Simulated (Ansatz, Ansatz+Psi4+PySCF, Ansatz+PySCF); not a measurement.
```xyz
4

C     1.1267    0.0000   -0.0004
Cl   -0.5886    0.0000    0.0000
H     1.6230   -0.9563    0.0010
H     1.6230    0.9563    0.0010
```

Basis set: cc-pVTZ on H, C; cc-pV(T+d)Z on Cl (spherical functions). Left uncorrelated: 6 orbitals. Correlation on ROHF uses semicanonical orbitals with singles. Charge 0, multiplicity 2.

Computed with Ansatz (development build ahead of 0.2.0); each method stands on the lowest determinant of its kind that the runs found.

The atomization energy at this shape (free ground-state atoms in the same class of orbitals less the molecule, no zero-point energy) of doublet CH₂Cl:

| method | atomization energy |
| --- | --- |
| ROHF-CCSD(T) | 279.96 kcal/mol |
| ROHF-MP2 | 283.20 kcal/mol |
| UHF | 213.25 kcal/mol |

Question: What does ROHF give?

Answer: 216.28 kcal/mol.
